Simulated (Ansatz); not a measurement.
# BSiH3 (quintet): the correlation ladder, cc-pVDZ

An exercise on one series of results from a longer session: the logs are not shown, and one member is left open.

Program: Ansatz 0.2.0, Gaussian basis. Level of theory: cc-pVDZ, core rule «outside noble gas», up to 6 orbitals frozen. These are calculated values, not measurements.

The runs, in order: UHF; CCSD(T) on ROHF; CCSD(T) on UHF; BCCD(T) on ROHF; CISD; CCSDT(Q) on ROHF; CCSDT(Q) on UHF.

29 further runs of the same task are left out: 2 for a known fault of the program, 8 that didn't finish, 19 set aside as unsound or not needed.

### The geometry

The geometry is a PBE0/def2-TZVP stationary point (not a proven minimum) of the parent state, kept for this charge and spin.

5 atoms, charge 0, spin multiplicity 5.

Atoms are counted from 1 here; the program's logs count them from 0.

Bond lengths: Si1–B2 1.879 Å, Si1–H3 1.491 Å, Si1–H4 1.482 Å, B2–H5 1.185 Å. Angles: B2–Si1–H3 128.9°, B2–Si1–H4 121.6°, H3–Si1–H4 109.4°, Si1–B2–H5 143.8°.

Set-up of the first run:

in.yaml

```yaml
crystal:
  periodic: [false, false, false]
  atoms:
    - {symbol: Si, position_ang: [0.000000, 0.028764, 0.511008]}
    - {symbol: B, position_ang: [0.000000, -0.129527, -1.361590]}
    - {symbol: H, position_ang: [0.000000, 1.263163, 1.346633]}
    - {symbol: H, position_ang: [0.000000, -1.163262, 1.392206]}
    - {symbol: H, position_ang: [0.000000, 0.487893, -2.373513]}
basis:
  gaussian: {orbitals: cc-pVDZ}
magnetization: {spin_polarized: true, initial_magnetization: 4}
hamiltonian: {xc: hf}
output: {orbitals: {seedname: orbitals}}
```

Command:

```console
$ ansatz run in.yaml --threads 1 --pin off --events-out ev --progress --plain --max-ram 2393MiB
```

Steps of the session up to this table: UHF; CCSD(T) on ROHF; CCSD(T) on UHF; BCCD(T) on ROHF; CISD; CCSDT(Q) on ROHF; CCSDT(Q) on UHF.

One of the session's tables, all rows but one given; the rest of the session is left out.

```
   method  from UCCSDT(Q) (meV)
     ROHF               +5122.5
      UHF                     ?
     RMP2               +1295.2
     UMP2               +1305.9
     CISD                +491.6
    RCCSD                +191.7
    UCCSD                +190.5
 RCCSD(T)                 +46.7
 UCCSD(T)                 +45.8
  BCCD(T)                 +46.6
   RCCSDT                  +7.0
   UCCSDT                  +5.9
RCCSDT(Q)                  +1.8
UCCSDT(Q)                     0
```

**Question.** Estimate the row for UHF.

The run gave: from UCCSDT(Q) (meV): +5028.3. In the column «from UCCSDT(Q) (meV)» it lies between UMP2 (+1305.9) and ROHF (+5122.5).

To keep in mind: Restricted and unrestricted rows rest on different reference determinants; where their highest levels disagree by more than a few hundredths of an eV, they describe different states and don't form one ladder.
